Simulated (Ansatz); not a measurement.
# N2 (triplet): RPA-PBE over a scan of the distance N1–N2, 6-31G

Aim: run N2 (triplet) with these functionals over a scan of the distance N1–N2, and hold them against the top wave-function level at the same points.

The runs use Ansatz 0.2.0, Gaussian basis; 6-31G, all electrons in the functionals, frozen cores in the correlation of double hybrids and RPA.

To be run: RPA-PBE, at 1.009 Å; 1.120 Å; 1.266 Å; 1.370 Å; 1.529 Å; 1.757 Å; 1.988 Å; 2.291 Å; 2.853 Å; 3.397 Å; 4.385 Å.

36 further runs of the same task are left out: 4 for a known fault of the program, 23 that didn't finish, 9 set aside as unsound or not needed.

## (1) The geometry

The geometry derives from a PBE0/def2-TZVP stationary point (not a proven minimum). One bond is set to the value named and the two fragments are kept rigid.

2 atoms, charge 0, spin multiplicity 3.

Atoms are counted from 1 here; the program's logs count them from 0.

Bond lengths: N1–N2 1.266 Å.

No dispersion term is added.

The geometry shown and the zero of energy belong to the point 1.266 Å. The yardstick, FCI, and other wave-function levels (R restricted, U unrestricted, valence and pair active spaces) come from earlier runs.

## (2) RPA-PBE, 1.009 Å

Input file in.yaml:

```yaml
crystal:
  periodic: [false, false, false]
  atoms:
    - {symbol: N, position_ang: [0.000000, 0.000000, 0.000000]}
    - {symbol: N, position_ang: [0.000000, 0.000000, 1.009000]}
basis:
  gaussian: {orbitals: 6-31G}
magnetization: {spin_polarized: true, initial_magnetization: 2}
hamiltonian: {xc: {name: PBE}}
correlation: {method: rpa, electrons: outside_noble_gas}
```

On the command line:

```sh
ansatz run in.yaml --threads 1 --pin off --events-out ev --progress --plain --max-ram 2393MiB
```

After this run come: RPA-PBE, 1.120 Å; RPA-PBE, 1.266 Å; RPA-PBE, 1.370 Å; RPA-PBE, 1.529 Å; RPA-PBE, 1.757 Å; RPA-PBE, 1.988 Å; RPA-PBE, 2.291 Å; RPA-PBE, 2.853 Å; RPA-PBE, 3.397 Å; RPA-PBE, 4.385 Å.

Before running them: what should the planned runs give, taken together? Wanted: span of the FCI curve; largest miss, RPA-PBE.

As calculated:

| quantity | value |
| --- | --- |
| span of the FCI curve | 496.0 kJ/mol |
| largest miss, RPA-PBE | -96.5 kJ/mol (1.009 Å) |

What this shows: RPA-PBE strays by up to 96.5 kJ/mol, at 1.009 Å. RPA-PBE clearly breaks the spin symmetry at some points (⟨S²⟩ up to 2.00 above the pure value), so energy there is bought with a mixed spin. Functionals and the yardstick converge differently with the basis, so part of each miss in 6-31G is the basis.

Huber and Herzberg's tables give the ground state of this molecule as 1Σg+; the runs here treat another spin state.
